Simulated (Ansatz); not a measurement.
Two shapes of doublet C3H4(+).

Shape 1:

```xyz
7

C    -0.2036    1.0236   -0.8406
C     0.0062    0.0092   -0.0496
C     0.1891   -1.0276    0.8829
H    -1.0090    1.0129   -1.5915
H     0.4666    1.8888   -0.8389
H     0.2303   -0.8210    1.9548
H     0.3756   -2.0556    0.5949
```

Shape 2:

```xyz
7

C    -0.2403    0.9585   -0.8443
C    -0.0059   -0.0014    0.0170
C     0.2339   -0.9544    0.8522
H    -1.1970    0.9370   -1.3813
H     0.5517    1.6577   -1.0984
H     0.3537   -0.6411    1.8935
H     0.4042   -1.8987    0.3210
```

Basis set: def2-SVP (spherical functions). Charge 1, multiplicity 2.

Computed with Ansatz (development build ahead of 0.2.0); each method stands on the lowest determinant of its kind that the runs found.

**Question.** Which shape is lower in energy, and by how much in each method?

**Answer.**

| method | E(2) − E(1) (eV) |
| --- | --- |
| UHF | 0.204 |
| PBE0 (unrestricted) | 0.188 |

Shape 1 is lower.
